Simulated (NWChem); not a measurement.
## Worked example: vertical ionisation energy of C2HO (ethynyloxy radical)

C2HO has 4 atoms, charge 0, and is taken as a doublet. As SMILES, `C#C[O]`. The shape is that of a PBE0-D4/def2-TZVP optimisation.

Both states at this one shape; open shells run unrestricted unless said. 1 Eh = 27.2114 eV.

| level | program | doublet C2HO (Eh) | singlet C2HO+ (Eh) |
| --- | --- | --- | --- |
| ROB97-D/x2c-SVPall (sfX2C) | NWChem | -151.715392 | -151.361270 |
| UB3LYP/cc-pVDZ | NWChem | -151.937298 | -151.527554 |
| UB2GP-PLYP/def2-SVP, 3 core orbitals frozen | NWChem | -151.622763 | -151.217814 |

**Question.** Work out the vertical ionisation energy at each level.

**Answer.** 
1. ROB97-D/x2c-SVPall (sfX2C): -151.361270 − (-151.715392) = 0.354122 Eh = 9.64 eV.
2. UB3LYP/cc-pVDZ: -151.527554 − (-151.937298) = 0.409744 Eh = 11.15 eV.
3. UB2GP-PLYP/def2-SVP: -151.217814 − (-151.622763) = 0.404949 Eh = 11.02 eV.

No measured value is set beside it here; the levels span 9.64 to 11.15 eV.
